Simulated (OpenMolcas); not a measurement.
How methods differ on C2H4S (thiirane)

C2H4S: 7 atoms, total charge 0, spin state singlet. SMILES: `C1CS1`. The shape is that of a PBE0-D4/def2-TZVP optimisation.

Each level gives the dipole moment (D). The values are calculated.

Measured value to compare with: NIST CCCBDB gives the dipole moment of the gas as 1.85 D.

```tsv
level	kind	program	value (D)	computed − measured
SVWN5/aug-cc-pVDZ	LDA	OpenMolcas	1.87	+0.02
BLYP/aug-cc-pVDZ	GGA	OpenMolcas	1.85	0.00
PBE/aug-cc-pVDZ	GGA	OpenMolcas	1.87	+0.02
M06-L/aug-cc-pVDZ	meta-GGA	OpenMolcas	1.97	+0.12
r2SCAN/aug-cc-pVDZ	meta-GGA	OpenMolcas	1.97	+0.12
B3LYP/aug-cc-pVDZ	global hybrid	OpenMolcas	1.91	+0.06
M06-2X/aug-cc-pVDZ	hybrid meta-GGA	OpenMolcas	1.90	+0.05
PBE0/aug-cc-pVDZ	global hybrid	OpenMolcas	1.95	+0.10
```

Nearest: BLYP/aug-cc-pVDZ (0.00 D); farthest: r2SCAN/aug-cc-pVDZ (+0.12 D). The measured dipole is a vibrational average, so differences of a few hundredths of a debye mean little. Computed less measured by kind, in D (of the ab initio rows, those in aug-cc-pVDZ): LDA +0.02; GGA +0.00 to +0.02; meta-GGA +0.12 to +0.12; global hybrid +0.05 to +0.10. Magnitudes only.
